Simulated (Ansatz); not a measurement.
# SiPHO (triplet): from Hartree-Fock to the top rungs, cc-pVDZ

Aim: climb from Hartree-Fock through coupled cluster for SiPHO (triplet) at one geometry and basis, and see what each rung misses.

The runs use Ansatz 0.2.0, Gaussian basis; cc-pVDZ, core rule «outside noble gas», up to 11 orbitals frozen.

The runs, in order: UHF; CCSD(T) on ROHF; CCSD(T) on UHF; BCCD(T) on ROHF; CISD as a restricted active space (open shells left free, so some higher excitations enter); CCSDT(Q) on ROHF; CCSDT(Q) on UHF.

4 further runs of the same task are left out: 4 set aside as unsound or not needed. Runs told in other sessions of the task aren't counted.

## Step 1: The geometry

The geometry is a PBE0/def2-TZVP stationary point (not a proven minimum) of the parent state, kept for this charge and spin.

4 atoms, charge 0, spin multiplicity 3.

Atoms are counted from 1 here; the program's logs count them from 0.

Bond lengths: O1–P2 1.645 Å, O1–H4 0.963 Å, P2–Si3 2.060 Å. Angles: P2–O1–H4 109.6°, O1–P2–Si3 125.1°.

## Step 2: UHF

in.yaml reads:

```yaml
crystal:
  periodic: [false, false, false]
  atoms:
    - {symbol: O, position_ang: [0.000000, -0.521046, 1.739195]}
    - {symbol: P, position_ang: [0.000000, 0.453078, 0.414013]}
    - {symbol: Si, position_ang: [0.000000, -0.203511, -1.538378]}
    - {symbol: H, position_ang: [0.000000, 0.018464, 2.536335]}
basis:
  gaussian: {orbitals: cc-pVDZ}
magnetization: {spin_polarized: true, initial_magnetization: 2}
hamiltonian: {xc: hf}
output: {orbitals: {seedname: orbitals}}
```

Started as:

```sh
> ansatz run in.yaml --threads 1 --pin off --events-out ev --progress --plain --max-ram 4096MiB --backend cpu
```

Further steps of the session: CCSD(T) on ROHF; CCSD(T) on UHF; BCCD(T) on ROHF; CISD as a restricted active space (open shells left free, so some higher excitations enter); CCSDT(Q) on ROHF; CCSDT(Q) on UHF.

Q: Predict the results of all the runs planned. Wanted: UCCSDT(Q) from the RHF energy; RMP2 from UCCSDT(Q); UMP2 from UCCSDT(Q); RCCSD from UCCSDT(Q); RCCSD(T) from UCCSDT(Q); UCCSD(T) from UCCSDT(Q); RCCSDT(Q) from UCCSDT(Q); T1 diagnostic.

The runs gave:

```
                         quantity                      value
    UCCSDT(Q) from the ROHF energy                -11.0222 eV
              RMP2 from UCCSDT(Q)                +1343.0 meV
              UMP2 from UCCSDT(Q)                +1395.5 meV
             RCCSD from UCCSDT(Q)                 +439.6 meV
          RCCSD(T) from UCCSDT(Q)                  +81.9 meV
          UCCSD(T) from UCCSDT(Q)                  +83.9 meV
         RCCSDT(Q) from UCCSDT(Q)                   +4.5 meV
levels within 1 kcal/mol (43 meV)  RCCSDT, UCCSDT, RCCSDT(Q)
                    T1 diagnostic                      0.032
```

What this shows: RCCSD(T) lands +81.9 meV from the yardstick (0.7 % of the correlation energy). These misses are within one basis, not against nature; the frozen cores of restricted and unrestricted runs differ, which can shift their rows.

With open shells the CI space here admits some higher excitations, so it is larger than plain CISD.
